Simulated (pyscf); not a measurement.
PySCF, gas phase, ωB97X-D3(BJ)/def2-SVP geometries.

**Question.** Estimate by transition-state theory the rate constant of Cl–GeH₂• + GeH₄ → Cl–GeH₂–GeH₃ + H• (doublet surface; Ge–H broken, Ge–Ge formed) at 900 K, with ωB97M-D3(BJ)/def2-TZVP energies (ideal gas, 1 atm, RRHO with modes under 100 cm⁻¹ raised to 100, one conformer, R ln 2 for chiral ones without a mode under 150 cm⁻¹; no tunnelling).

**Answer.** The electronic barrier is 25.3 kcal/mol and the thermal terms add +25.8, so ΔG‡ = 51.1 kcal/mol. With k_BT/h = 1.88e+13 s⁻¹ and RT = 1.788 kcal/mol, and a volume of 1.23e-19 cm³ per molecule at 1 atm, k = 8.8e-19 cm³ molecule⁻¹ s⁻¹. Wigner's tunnelling factor for 456i cm⁻¹ would be 1.02. A shift of 1 kcal/mol in the barrier changes k by a factor 1.7. This is the saddle that the search found; another between the same sides may lie lower. The angle at the attacked Ge is 66° (front-side attack). Elements up to Kr have no core potential and no relativistic terms here.
